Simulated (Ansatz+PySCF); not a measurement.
Values are calculated unless marked as measured or tabulated.
## PySCF 2.14.0 run

```python
from pyscf import gto, scf, mp

mol = gto.M(atom="""
H 0.000000 0.000000 1.137220
F 0.000000 0.000000 0.000000
H 0.000000 0.000000 -1.137220
""", basis='cc-pvtz', charge=0, spin=1)
mf = scf.UHF(mol)
mf.kernel()
pt = mp.MP2(mf, frozen=1).run()
print(mf.e_tot, pt.e_corr, pt.e_tot)
```

The script is written out from the run's settings.

Output:

| Quantity | Value |
| --- | --- |
| Converged | yes |
| Reference energy | -100.46288 hartree |
| Correlation energy | -0.28979 hartree |
| Total energy | -100.75267 hartree |
| Spin squared of the determinant | 0.799 |
